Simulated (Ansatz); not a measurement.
A calculation with Ansatz (development build ahead of 0.2.0).

```yaml
crystal:
  periodic: [false, false, false]
  atoms:
    - { symbol: C, position_ang: [0.0, 0.00366, -0.72737] }
    - { symbol: C, position_ang: [0.0, -0.00366, 0.72737] }
    - { symbol: C, position_ang: [0.0, 1.11413, -1.47794] }
    - { symbol: C, position_ang: [0.0, -1.11413, 1.47794] }
    - { symbol: H, position_ang: [0.0, -0.97678, -1.21944] }
    - { symbol: H, position_ang: [0.0, 0.97678, 1.21944] }
    - { symbol: H, position_ang: [0.0, 1.06749, -2.56947] }
    - { symbol: H, position_ang: [0.0, 2.10893, -1.02104] }
    - { symbol: H, position_ang: [0.0, -1.06749, 2.56947] }
    - { symbol: H, position_ang: [0.0, -2.10893, 1.02104] }
basis:
  gaussian: { orbitals: cc-pVTZ }
hamiltonian:
  xc: hf
correlation:
  method: mp2
  frozen_orbitals: { C: 1, H: 0 }
```

The input is written out in the form of the current development build from the run's settings.

Output:

```json
{
 "Converged": "yes",
 "Reference energy": "-154.97603 hartree",
 "Correlation energy": "-0.65121 hartree",
 "Total energy": "-155.62723 hartree",
 "Spin squared of the determinant": "0.000"
}
```
